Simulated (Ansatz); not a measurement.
Calculated with Ansatz (gas phase, PBE0-D4/def2-TZVP geometries, no zero-point term in ΔE). CBS: MP2 limit from def2 TZ/QZ plus the TZ coupled-cluster correction, frozen cores. This one scheme is used for every species. Each species was taken in one conformer, which may not be the lowest.

Consider the formal hydrolysis of a C–S bond: `C=C(S)S` + H₂O → `C=C(O)S` + H₂S.

`C=C(S)S`:

```xyz
8

C    -1.155    0.292   -0.078
C     0.075   -0.168    0.136
S     1.302   -0.448   -1.090
S     0.569   -0.690    1.742
H    -1.522    0.485   -1.079
H    -1.824    0.474    0.753
H     0.726    0.285   -2.058
H     1.830   -0.230    1.675
```

H₂O:

Cartesian coordinates in Å:
```
O 0.301 0.035 -0.244
H 0.230 -0.547 0.516
H -0.531 0.512 -0.271
```

`C=C(O)S`:

Z-matrix (Å, degrees):
```
C
C 1 1.328
H 1 1.083 2 120.0
H 1 1.079 2 120.5 3 179.3
O 2 1.355 1 121.8 3 -5.5
S 2 1.767 1 121.7 3 172.0
H 5 0.963 2 108.6 1 156.8
H 6 1.347 2 96.3 1 126.7
```

H₂S:

Cartesian coordinates in Å:
```
S 0.084 -0.470 -0.394
H -0.571 0.698 -0.467
H 0.487 -0.228 0.862
```

| species | CCSD(T)/def2-SVP energy (Eh) |
| --- | --- |
| `C=C(S)S` | -873.38206 |
| H₂O | -76.17468 |
| `C=C(O)S` | -550.82320 |
| H₂S | -398.73539 |

Task: Work out ΔE.

Result: ΔE = (-550.82320) + (-398.73539) − (-873.38206) − (-76.17468) = -0.00185 Eh = -0.05 eV. CCSD(T)/CBS gives +0.22 eV.

Largest T1 diagnostic among the species: 0.012.

At CCSD(T), def2-SVP lies −0.27 eV from the extrapolated value and def2-TZVPP −0.07 eV. In def2-TZVPP, CCSD(T) changes the Hartree–Fock value by +0.16 eV (the triples alone add +0.03 eV) and MP2 by +0.27 eV. Leaving LDA and LC-ωPBE aside and taking each functional with its dispersion term where it has one, the values, not all of them listed here, spread over 0.12 eV, from CAM-B3LYP-D4 to revPBE-D4. LDA lies −0.04 eV from PBE without D4.
